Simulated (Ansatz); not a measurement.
## HSi–BH⁺, quintet: the ladder up to UCCSDT(Q)

Geometry: that of the HSi–BH, quartet, kept fixed. The triplet lies 3.7 eV lower here.

```yaml
atoms:
  - { symbol: Si, position_ang: [0.0000, -0.0471, 0.5518] }
  - { symbol: B, position_ang: [0.0000, -0.0605, -1.3633] }
  - { symbol: H, position_ang: [0.0000, 1.1711, 1.4474] }
  - { symbol: H, position_ang: [0.0000, 0.7893, -2.2001] }
```

Basis cc-pVTZ; Ansatz 0.2.0. Correlated methods freeze the noble-gas cores, which leaves 8 electrons in 86 orbitals. Prefix R: restricted or restricted open-shell reference; prefix U: unrestricted. Active spaces: valence = (8e, 10o) chosen from the atoms' valence shells.

Full CI isn't at hand for all of this; UCCSDT(Q) serves as the reference, and is uncertain by about the last step of the cluster series. The frozen core follows each run's orbitals, which can shift R against U totals by a few meV.

The UHF ⟨S²⟩ is 6.017. The T1 diagnostic (RCCSD) is 0.0538 and the largest doubles amplitude (RCCSD) is 0.078. The T1 diagnostic (UCCSD) is 0.0447.

```json
{"level": "RHF", "E − E(UCCSDT(Q)) (meV)": "4732", "share of correlation (%)": "0.00", "wall time": "–"}
{"level": "UHF", "E − E(UCCSDT(Q)) (meV)": "4607", "share of correlation (%)": "2.65", "wall time": "–"}
{"level": "RMP2", "E − E(UCCSDT(Q)) (meV)": "1236", "share of correlation (%)": "73.88", "wall time": "–"}
{"level": "UMP2", "E − E(UCCSDT(Q)) (meV)": "1211", "share of correlation (%)": "74.42", "wall time": "–"}
{"level": "RCCSD", "E − E(UCCSDT(Q)) (meV)": "273", "share of correlation (%)": "94.23", "wall time": "–"}
{"level": "UCCSD", "E − E(UCCSDT(Q)) (meV)": "266", "share of correlation (%)": "94.38", "wall time": "–"}
{"level": "RCCSD(T)", "E − E(UCCSDT(Q)) (meV)": "68", "share of correlation (%)": "98.57", "wall time": "6 s (H100)"}
{"level": "UCCSD(T)", "E − E(UCCSDT(Q)) (meV)": "66", "share of correlation (%)": "98.61", "wall time": "12 s (H100)"}
{"level": "BCCD(T)", "E − E(UCCSDT(Q)) (meV)": "66", "share of correlation (%)": "98.60", "wall time": "9 s (H100)"}
{"level": "RCCSDT", "E − E(UCCSDT(Q)) (meV)": "13", "share of correlation (%)": "99.72", "wall time": "–"}
{"level": "UCCSDT", "E − E(UCCSDT(Q)) (meV)": "11", "share of correlation (%)": "99.77", "wall time": "–"}
{"level": "RCCSDT(Q)", "E − E(UCCSDT(Q)) (meV)": "3", "share of correlation (%)": "99.93", "wall time": "14 s (H100)"}
{"level": "CASSCF (valence space)", "E − E(UCCSDT(Q)) (meV)": "3009", "share of correlation (%)": "36.41", "wall time": "–"}
{"level": "NEVPT2 (valence space)", "E − E(UCCSDT(Q)) (meV)": "742", "share of correlation (%)": "84.31", "wall time": "11 s (H100)"}
{"level": "MRCISD (valence space)", "E − E(UCCSDT(Q)) (meV)": "215", "share of correlation (%)": "95.47", "wall time": "–"}
{"level": "MRCISD+Q (valence space)", "E − E(UCCSDT(Q)) (meV)": "51", "share of correlation (%)": "98.92", "wall time": "11 s (H100)"}
```

The correlation energy at UCCSDT(Q), counted from RHF, is -4.732 eV. That run took 17 s on 2 threads of AMD EPYC 7R13 with a shared H100 80 GB, shared host.

Times hold each run's SCF and search for its determinant on a shared host, so for small cases they say little of a method's own cost.

Natural occupations of CASSCF (valence space) about the gap: 1.970 1.942 1.021 0.993 0.985 0.984 0.036 0.030 0.023 0.016; effectively unpaired electrons, Σ n²(2−n)², 4.03.
